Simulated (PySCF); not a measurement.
## Basis-set dependence of Cl2 at CCSD(T)

PySCF, RHF reference; singlet, unpaired electrons none; De to Cl + Cl without counterpoise correction. Frozen cores follow the default of each basis and core potential.

```tsv
basis	relativity	functions	Re (Å)	ωe (cm⁻¹)	De (eV)	frozen orbitals
3-21G	no relativity	26	2.296	398	1.15	10
6-31G(d,p)	no relativity	36	2.042	498	1.75	10
cc-pV(D+d)Z	no relativity	46	2.035	513	1.89	10
def2-SVPD	no relativity	54	2.082	465	1.82	10
def2-TZVPP	no relativity	84	2.009	546	2.30	10
def2-TZVPPD	no relativity	102	2.007	548	2.34	10
```

**Question.** How does each smaller set differ from the one with most functions, def2-TZVPPD?

**Answer.** 3-21G: +28.9 pm, -27.4 % in ωe, -1.19 eV in De; 6-31G(d,p): +3.5 pm, -9.1 % in ωe, -0.59 eV in De; cc-pV(D+d)Z: +2.8 pm, -6.4 % in ωe, -0.45 eV in De; def2-SVPD: +7.5 pm, -15.1 % in ωe, -0.52 eV in De; def2-TZVPP: +0.2 pm, -0.4 % in ωe, -0.04 eV in De. All at CCSD(T); the set with most functions is neither the basis-set limit nor always the best.

Measured (Huber and Herzberg, Constants of Diatomic Molecules (1979)): Re = 1.9879 Å, ωe = 559.72 cm⁻¹. Correlated steps freeze 10 core orbitals. Correlated levels converge slowly with the basis: in double zeta they bind strong bonds too weakly, by up to about 1 eV, and carry superposition errors of some tenths. Where the molecule has an RHF reference, its open-shell atoms are computed with UHF. 3-21G is very small, so such numbers show the basis as much as the molecule.
